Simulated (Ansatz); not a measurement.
BH$_{2}$⁺, singlet: the ladder up to full CI

Geometry: that of the BH2, doublet, kept fixed.

```yaml
atoms:
  - { symbol: B, position_ang: [0.0000, -0.0800, 0.0000] }
  - { symbol: H, position_ang: [0.0000, 0.4291, -1.0770] }
  - { symbol: H, position_ang: [0.0000, 0.4291, 1.0770] }
```

Basis aug-cc-pVDZ; Ansatz 0.2.0. Correlated methods freeze the noble-gas cores, which leaves 4 electrons in 40 orbitals. Prefix R: restricted or restricted open-shell reference. Active spaces: valence = (4e, 6o) chosen from the atoms' valence shells.

Full CI is exact within this basis and frozen core; it isn't the basis-set limit.

The UHF ⟨S²⟩ is 0.000 and the T1 diagnostic (RCCSD) is 0.0092. The largest doubles amplitude (RCCSD) is 0.060.

```csv
level,E − E(full CI) (meV),share of correlation (%),wall time
RHF,2132,0.00,–
RMP2,542,74.58,–
CISD,64,96.99,0.54 s
RCCSD,29,98.66,–
RCCSD(T),8,99.64,0.42 s
BCCD(T),8,99.64,0.27 s
RCCSDT,0,99.98,–
RCCSDT(Q),0,100.00,0.94 s
CASSCF (valence space),890,58.28,–
NEVPT2 (valence space),221,89.63,0.33 s
MRCISD (valence space),11,99.51,–
MRCISD+Q (valence space),-3,100.13,0.66 s
MRCISD+Q(relaxed) (valence space),-10,100.48,0.78 s
```

The correlation energy at full CI, counted from RHF, is -2.132 eV. That run took 0.9 s on 1 thread of Arm Neoverse V2, shared host over 157,258 determinants.

Times hold each run's SCF and search for its determinant on a shared host, so for small cases they say little of a method's own cost; they ran on 1 thread of Arm Neoverse V2.

More than 5 meV below full CI, which no variational method can be: MRCISD+Q(relaxed) (valence space).

The full-CI state has the irrep A1 of C2v, in the program's axes.

Natural occupations of full CI about the gap: 1.956 1.951 0.026 0.018 0.016 0.012 0.007 0.006 0.004 0.002; effectively unpaired electrons, Σ n²(2−n)², 0.02.
